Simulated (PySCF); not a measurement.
# How the method moves the bond dissociation enthalpies of hydrogen peroxide

Structure: `OO` (H2O2). Optimised structure (Å), atoms numbered from 1:
```
O    -0.6044    0.1649    0.3562
O     0.4328   -0.4626   -0.3809
H    -0.8333    0.8968   -0.2331
H     1.1803   -0.3552    0.2231
```

All levels share the PBE0-D3(BJ)/def2-SVP structures and the PBE0-D3(BJ)/def2-SVP thermal terms; only the single-point energies (PySCF) change. Values are bond dissociation enthalpies (298 K, kJ/mol).

```
                           level  O1–O2  O1–H  mean abs. error
                    HF/def2-TZVP    -23   233            182.9
             BHandHLYP/def2-TZVP    141   334             50.6
               PBE0-D3(BJ)/6-31G    160   323             46.5
           PBE0-D3(BJ)/6-311+G**    189   337             25.1
        M06-L/def2-TZVP (grid 3)    191   326             29.5
         PBE0-D3(BJ)/aug-pcseg-1    193   337             23.1
             PBE0-D3(BJ)/pcseg-1    195   330             25.7
r2SCAN-D3(BJ)/def2-TZVP (grid 3)    195   333             24.2
         PBE0-D3(BJ)/ma-def2-SVP    195   336             22.4
          B3LYP-D3(BJ)/def2-TZVP    196   341             19.8
 TPSSh-D3(BJ)/def2-TZVP (grid 3)    196   336             22.0
                 HSE06/def2-TZVP    197   331             24.2
         PBE0-D3(BJ)/aug-cc-pVDZ    197   334             22.4
     PBE0-D3(BJ)/6-311++G(2d,2p)    197   339             20.0
             PBE0-D3(BJ)/6-31+G*    198   324             27.0
          PBE0-D3(BJ)/def2-TZVPD    198   335             21.6
     PBE0-D3(BJ)/jun-cc-pV(T+d)Z    199   338             19.7
           PBE0-D3(BJ)/def2-SVPD    199   339             19.0
         PBE0-D3(BJ)/def2-QZVPPD    199   338             19.6
         PBE0-D3(BJ)/aug-cc-pVTZ    199   338             19.4
        PBE0-D3(BJ)/ma-def2-TZVP    199   334             21.5
           PBE0-D3(BJ)/def2-QZVP    200   338             19.3
      CAM-B3LYP-D3(BJ)/def2-TZVP    201   343             16.3
             PBE0-D3(BJ)/pcseg-2    201   339             18.4
          PBE0-D3(BJ)/def2-TZVPP    201   337             19.2
           PBE0-D3(BJ)/def2-TZVP    201   332             21.3
          M06/def2-TZVP (grid 3)    202   347             13.5
          ωB97X-D3(BJ)/def2-TZVP    203   338             17.5
               LC-ωPBE/def2-TZVP    203   331             20.6
 ωB97M-D3(BJ)/def2-TZVP (grid 3)    205   349             11.2
             PBE0-D3(BJ)/cc-pVTZ    205   335             17.8
                 B97-2/def2-TZVP    208   333             17.9
             PBE0-D3(BJ)/cc-pVDZ    208   321             23.7
       M06-2X/def2-TZVP (grid 3)    209   353              6.7
  TPSS-D3(BJ)/def2-TZVP (grid 3)    211   334             15.8
              PBE0-D3(BJ)/6-31G*    211   317             24.6
            PBE0-D3(BJ)/def2-SVP    214   325             22.1
          PBE0-D3(BJ)/def2-SV(P)    215   300             35.3
           BLYP-D3(BJ)/def2-TZVP    217   333             19.7
                  OPBE/def2-TZVP    231   327             29.5
           BP86-D3(BJ)/def2-TZVP    237   344             24.4
            PBE-D3(BJ)/def2-TZVP    243   331             33.8
                   LDA/def2-TZVP    346   381             75.4
                      ATcT 1.112    210   366
```

Hartree-Fock leaves out electron correlation, so its bond energies come out too low, often by 100 kJ/mol or more.

The widest spread is that of O1–O2: 369 kJ/mol, from -23 to 346.
